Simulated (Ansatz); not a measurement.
```xyz
14

C     1.548    0.191   -2.545
C     1.382    0.575   -1.421
C     1.178    1.042   -0.050
O    -0.120    0.832    0.435
C    -0.441   -0.533    0.601
C    -1.842   -0.627    1.146
H     1.694   -0.146   -3.545
H     1.355    2.120   -0.007
H     1.922    0.560    0.604
H     0.279   -0.999    1.291
H    -0.361   -1.057   -0.360
H    -2.120   -1.673    1.292
H    -1.920   -0.111    2.105
H    -2.553   -0.174    0.453
```

Total charge 0; spin multiplicity 1.

(1) List the PBE/def2-TZVPP orbital energies in eV (Ansatz). (An estimate is asked.)

## Answers

(1) Computed: Occupied: -510.55, -270.84, -270.09, -269.08, -268.87, -268.65, -26.22, -19.53, -18.55, -17.01, -15.10, -13.30, -12.45, -12.10, -11.66, -10.87, -9.40, -9.17, -8.66, -7.96, -6.94, -6.62, -6.15. Lowest empty: -0.46, 0.05, 0.76, 1.07, 1.54, 1.97, 2.08, 2.49.
